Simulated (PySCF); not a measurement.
**Frontier levels across methods**

C₃H₅FO₂.
Geometry (PBE0-D3(BJ)/def2-SVP, Å), atoms numbered from 1 in this order:
```xyz
11
C3H5FO2 angstrom
C      1.6343    0.7186   -0.2043
O      0.3585    0.7434    0.3914
C     -0.3270   -0.4172    0.2690
O     -0.9992   -0.6545   -0.9700
C     -1.7709   -0.3844    0.1398
F     -2.5073   -1.4097    0.6015
H      2.1141    1.6823    0.0086
H      1.5648    0.5833   -1.2969
H      2.2595   -0.0913    0.2152
H      0.1640   -1.3143    0.6788
H     -2.3371    0.5561    0.1435
```

Basis pcSseg-2 throughout (PySCF), one geometry. Isolated species at its PBE0-D3(BJ)/def2-SVP geometry (one conformer only).

**Question.** How do the orbital energies, the gap and the dipole change with the method?

**Answer.** 
```csv
method,kind,HOMO (eV),LUMO (eV),gap (eV),μ (D),SCF cycles
BLYP,GGA,-6.82,-0.02,6.80,2.09,15
OPBE,GGA,-6.85,0.06,6.92,1.99,16
PBE,GGA,-6.90,0.03,6.92,2.06,16
B97-D,GGA,-6.93,0.15,7.08,2.08,15
BP86,GGA,-7.00,0.20,7.20,2.07,15
KT2,GGA,-7.04,0.10,7.14,2.07,16
LDA,LDA,-7.06,-0.04,7.02,2.13,15
KT3,GGA,-7.07,-0.19,6.88,2.05,16
B97-2,global hybrid,-8.20,0.73,8.93,2.15,14
B3LYP,global hybrid,-8.25,0.38,8.63,2.18,14
PBE0,global hybrid,-8.48,0.71,9.19,2.16,14
mPW1PW91,global hybrid,-8.52,0.65,9.17,2.17,14
CAM-B3LYP,range-separated hybrid,-9.95,1.31,11.26,2.24,13
BHandHLYP,global hybrid,-9.99,1.14,11.13,2.29,13
wB97X-D,range-separated hybrid,-10.38,2.38,12.76,2.18,14
LC-wPBE,range-separated hybrid,-11.26,2.43,13.69,2.23,13
HF,Hartree–Fock,-12.22,2.66,14.88,2.39,10
```

The HOMO spans 5.40 eV, from BLYP down to HF, and the gap runs from 6.80 eV (BLYP) to 14.88 eV (HF). Over the methods BLYP (0 %), OPBE (0 %), PBE (0 %), B97-D (0 %), BP86 (0 %), KT2 (0 %), LDA (0 %), KT3 (0 %), B97-2 (21 %), B3LYP (20 %), PBE0 (25 %), mPW1PW91 (25 %), BHandHLYP (50 %), HF (100 %), a straight line through the gap against the share of exact exchange rises by 0.80 eV for each 10 % (correlation coefficient 0.998). The dipole ranges from 1.99 D (OPBE) to 2.39 D (HF). This basis has no diffuse functions.
